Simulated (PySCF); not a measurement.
All values below come from ωB97X-D3(BJ)/def2-TZVP // PBE0-D3(BJ)/def2-TZVP run with PySCF. All species are isolated molecules in the gas phase. One relaxed conformer stands for a flexible species; it need not be the lowest. Excitations are Tamm–Dancoff values on a coarser integration grid. The basis has no diffuse functions, so Rydberg states are missing or too high.

Reference species (SMILES): `C(=C)=C` (neutral, multiplicity 1).

```
Property                                        Value
-------------------------------------------  --------
HOMO–LUMO gap                                12.68 eV
brightest of the four lowest singlets (TDA)   8.56 eV
```

Changed species: `C=C=CSC` (X = methylthio; the reference has X = H).

### Question
What does the change do to the HOMO–LUMO gap and brightest of the four lowest singlets (TDA)?

### Answer
the HOMO–LUMO gap drops by 2.33 eV, to 10.35 eV; the brightest of the four lowest singlets (TDA) falls by 2.13 eV, to 6.43 eV.
